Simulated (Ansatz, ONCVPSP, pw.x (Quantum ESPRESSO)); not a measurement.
**What a changed setting does to a pw.x run (sc Al)**

Potential: optimised norm-conserving Vanderbilt (ONCV), ONCVPSP 4.0.1.1 (patched build), LDA (Perdew-Wang 92); core [Ne], reference 3s2 3p1; waves: 3s: rc 1.65 bohr, ncon 4, nbas 7, qcut 4.7 1/bohr, local; 3p: rc 2.65 bohr, ncon 4, nbas 8, qcut 2.8 1/bohr, 2 projectors, debl 3.5 Ha; d scattering state at 0.07 Ha: rc 2.90 bohr, ncon 5, nbas 9, qcut 4 1/bohr, 2 projectors, debl 3.2 Ha; local part: the s channel; core correction: Teter function, fcfact 5.75, rcfact 1.5.

The reference run (k-mesh 12³, cutoffs 55/220 Ry, Fermi–Dirac 0.01 Ry, mixing_beta 0.4, conv_thr 1e-9, no spin) gives 0.81 GPa at 19.228 Å³/atom, where all-electron LAPW gives 0.27 GPa. This run, with its own iteration cap, changes k-mesh points per axis to 4.

```
&control
  calculation='scf', prefix='x', pseudo_dir='./', outdir='./tmp', tstress=.true., disk_io='none'
/
&system
  ibrav=0, nat=1, ntyp=1, ecutwfc=55, ecutrho=220, nbnd=8,
  occupations='smearing', smearing='fd', degauss=0.01
/
&electrons
  conv_thr=1e-09, mixing_beta=0.4, electron_maxstep=60
/
ATOMIC_SPECIES
Al 1.0 Al.UPF
CELL_PARAMETERS angstrom
  2.67903284 0.00000000 0.00000000
  0.00000000 2.67903284 0.00000000
  0.00000000 0.00000000 2.67903284
ATOMIC_POSITIONS crystal
Al 0.0000 0.0000 0.0000
K_POINTS automatic
4 4 4 0 0 0
```

```bash
pw.x < Al.scf.in > Al.scf.out
```

**Question.** How does the run end?

**Answer.** It converges in 6 iterations; the free energy moves by -75.3 meV/atom and the pressure by +0.66 GPa.

```
Message from routine setup:
     using ibrav=0 with symmetry is DISCOURAGED, use correct ibrav instead
     lattice parameter (alat)  =       5.0626  a.u.
     unit-cell volume          =     129.7570 (a.u.)^3
     number of electrons       =         3.00
     number of Kohn-Sham states=            8
     kinetic-energy cutoff     =      55.0000  Ry
     charge density cutoff     =     220.0000  Ry
     scf convergence threshold =      1.0E-09
     Exchange-correlation= SLA  PW   NOGX NOGC
     number of k points=    10  Fermi-Dirac smearing, width (Ry)=  0.0100
     iteration #  1     ecut=    55.00 Ry     beta= 0.40
     total energy              =      -5.09416364 Ry
     estimated scf accuracy    <       0.00247958 Ry
     iteration #  2     ecut=    55.00 Ry     beta= 0.40
     total energy              =      -5.09396192 Ry
     estimated scf accuracy    <       0.00080295 Ry
     iteration #  3     ecut=    55.00 Ry     beta= 0.40
     total energy              =      -5.09399989 Ry
     estimated scf accuracy    <       0.00000919 Ry
     iteration #  4     ecut=    55.00 Ry     beta= 0.40
     total energy              =      -5.09400054 Ry
     estimated scf accuracy    <          7.4E-09 Ry
     iteration #  5     ecut=    55.00 Ry     beta= 0.40
     total energy              =      -5.09400056 Ry
     estimated scf accuracy    <          1.6E-09 Ry
     iteration #  6     ecut=    55.00 Ry     beta= 0.40
     the Fermi energy is     6.4027 ev
!    total energy              =      -5.09400056 Ry
     estimated scf accuracy    <          3.3E-11 Ry
     smearing contrib. (-TS)   =      -0.00307326 Ry
     The total energy is F=E-TS. E is the sum of the following terms:
     one-electron contribution =       2.56441458 Ry
     hartree contribution      =       0.03263710 Ry
     xc contribution           =      -2.64403241 Ry
     ewald contribution        =      -5.04394657 Ry
     convergence has been achieved in   6 iterations
          total   stress  (Ry/bohr**3)                   (kbar)     P=       14.67
     Message from routine punch:
     Nothing written, as per user request (disk_io='none')
```

The run took about 1.3 s on one core of a shared host (Neoverse-N1, 64 threads, 124 GiB, load 54).
